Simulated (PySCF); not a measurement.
BeH, SMILES [BeH+], charge +1.

Coordinates come from a PBE-D3(BJ)/def2-TZVPD optimisation. The spin state was assumed, not searched.

Method: PBE-D3(BJ)/def2-TZVPD in PySCF 2.14.0.

Harmonic, unscaled wavenumbers; measured fundamentals usually lie a few per cent lower.

Q: List the normal modes with their intensities. (An estimate is asked for; the answer gives what the named calculation found.)

A: 
```csv
mode,ν (cm⁻¹),IR (km/mol),moving atoms (share of kinetic energy)
1,2120,75.2,"H 90 %, Be 10 %"
```
